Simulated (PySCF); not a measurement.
## One molecule, many functionals

C₅H₁₀O.
SMILES with atom numbers: `[CH2:1]=[C:2]([CH2:3][CH3:4])[CH2:5][OH:6]` (hydrogens: H7, H8 on C1; H9, H10 on C3; H11, H12, H13 on C4; H14, H15 on C5; H16 on O6)

Linear-response calculations in the def2-SVPD basis (PySCF; singlets by full response, triplets Tamm–Dancoff, core orbitals frozen in the response; HF means time-dependent Hartree–Fock). 'Strongest' is the level of largest summed f among the singlets computed (10 roots, of which the last may lack a degenerate partner); it can jump between rows when another state enters that window. S1 is the lowest singlet of each run and needn't be the same state throughout; f(S1) is that of one state. Isolated species at its PBE0-D3(BJ)/def2-SVP geometry (one conformer only).

| functional | kind | S1 (eV) | f(S1) | strongest (eV) | T1 (eV) | HOMO (eV) | gap (eV) | ionisation energy, ΔSCF (eV) |
| --- | --- | --- | --- | --- | --- | --- | --- | --- |
| LDA | LDA | 5.63 | 0.016 | 6.78 | 4.59 | -6.18 | 5.19 | 9.19 |
| PBE | GGA | 5.68 | 0.015 | 6.74 | 4.37 | -6.03 | 5.24 | 9.00 |
| B3LYP | global hybrid, 20% exact exchange | 6.35 | 0.024 | 7.14 | 4.35 | -7.00 | 6.94 | 9.25 |
| PBE0 | global hybrid, 25% exact exchange | 6.61 | 0.030 | 7.32 | 4.27 | -7.20 | 7.40 | 9.22 |
| BHandHLYP | global hybrid, 50% exact exchange | 6.93 | 0.057 | 7.12 | 4.21 | -8.20 | 9.20 | 9.16 |
| CAM-B3LYP | range-separated hybrid | 6.80 | 0.036 | 6.98 | 4.31 | -8.55 | 9.67 | 9.36 |
| wB97X-D | range-separated hybrid | 7.01 | 0.226 | 7.01 | 4.44 | -9.05 | 11.04 | 9.29 |
| HF | Hartree–Fock | 7.29 | 0.432 | 7.29 | 3.72 | -9.65 | 12.19 | not settled |

What does LC-wPBE (range-separated hybrid) give?

S1 (eV) 7.25, f(S1) 0.338, strongest (eV) 7.25, T1 (eV) 4.18, HOMO (eV) -9.91, gap (eV) 12.16, ionisation energy, ΔSCF (eV) 9.42. S1 runs from 5.63 eV (LDA) to 7.29 eV (HF), a spread of 1.65 eV, while the orbital gap spreads over 7.0 eV. Along PBE (0%), B3LYP (20%), PBE0 (25%), BHandHLYP (50%), HF (100%) S1 rises with the share of exact exchange. −ε(HOMO) comes closest to its own ΔSCF ionisation energy with wB97X-D (-0.24 eV) and misses most with LDA (-3.01 eV). 'Not settled' means that the ion's SCF failed to converge or may have ended in another state than the lowest.
